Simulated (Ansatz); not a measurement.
# triplet C2H5N at ULC-wPBE-D4/def2-SVP (density fitting with cc-pVTZ-jkfit, damping of pbe)

Wanted: a geometry optimisation of triplet C2H5N. 

The results are computed with Ansatz 0.2.0.

5 further runs of the same task are left out: 5 set aside as unsound or not needed.

## Step 1: The system as given

C2H5N has 8 atoms, charge 0, and is taken as a triplet. As SMILES of the parent species, `[H]/N=C\C`. The shape is that of a PBE0-D4/def2-TZVP optimisation. That shape belongs to the parent species and isn't relaxed for this state. The run starts from this shape.

Bond lengths: C1–C2 1.493 Å, C2–N3 1.263 Å, C1–H4 1.094 Å, C1–H5 1.092 Å, C1–H6 1.094 Å, C2–H7 1.095 Å, N3–H8 1.023 Å. Angles: C1–C2–N3 127.9°, C1–C2–H7 115.5°, N3–C2–H7 116.6°, C2–C1–H4 110.3°, C2–C1–H5 111.6°, C2–C1–H6 110.3°, C2–N3–H8 110.6°, H4–C1–H5 109.0°, H4–C1–H6 106.6°, H5–C1–H6 108.9°.

## Step 2: A geometry optimisation at ULC-wPBE-D4/def2-SVP (density fitting with cc-pVTZ-jkfit, damping of pbe)

The input, molecule.yaml:

```yaml
crystal:
  periodic: [false, false, false]
  atoms:
    - {symbol: C, position_ang: [-0.471200, 0.591900, -0.316000]}
    - {symbol: C, position_ang: [0.663100, -0.171000, 0.284300]}
    - {symbol: N, position_ang: [0.697800, -1.395000, 0.593600]}
    - {symbol: H, position_ang: [-0.168400, 1.032800, -1.270700]}
    - {symbol: H, position_ang: [-1.342300, -0.045400, -0.480200]}
    - {symbol: H, position_ang: [-0.756700, 1.422800, 0.336400]}
    - {symbol: H, position_ang: [1.571900, 0.409700, 0.476500]}
    - {symbol: H, position_ang: [-0.194200, -1.845700, 0.376100]}
basis:
  gaussian:
    orbitals: def2-SVP
    fitting:
      mean_field: cc-pVTZ-jkfit
magnetization:
  spin_polarized: true
  initial_magnetization: 2
hamiltonian:
  xc: {name: LC-wPBE}
  dispersion: {method: d4, functional: pbe}
relax: {}
```

Launch:

```bash
ansatz run molecule.yaml --threads 1 --pin off --max-ram 2610MiB --events-out events.jsonl --progress --plain --runs-dir runs
```

What values should one expect? Wanted: total energy at the end; dipole moment; dispersion energy; ⟨S²⟩.

Computed results:

Level: ULC-wPBE-D4/def2-SVP (density fitting with cc-pVTZ-jkfit, damping of pbe).

```
               quantity          value
total energy at the end  -133.66850 Eh
          dipole moment         1.13 D
      dispersion energy   -9.02 kJ/mol
                   ⟨S²⟩          2.005
```

What this shows: At the final geometry: Bond lengths: C1–C2 1.495 Å, C2–N3 1.381 Å, C1–H4 1.098 Å, C1–H5 1.101 Å, C1–H6 1.105 Å, C2–H7 1.099 Å, N3–H8 1.030 Å. Angles: C1–C2–N3 118.4°, C1–C2–H7 118.7°, N3–C2–H7 114.6°, C2–C1–H4 110.5°, C2–C1–H5 111.4°, C2–C1–H6 111.8°, C2–N3–H8 112.5°, H4–C1–H5 108.1°, H4–C1–H6 107.9°, H5–C1–H6 107.0°. The optimisation took 17 steps and changed the energy by -1.846 eV. Mulliken charges run from -0.15 on N3 to +0.14 on H8; they depend strongly on the basis.
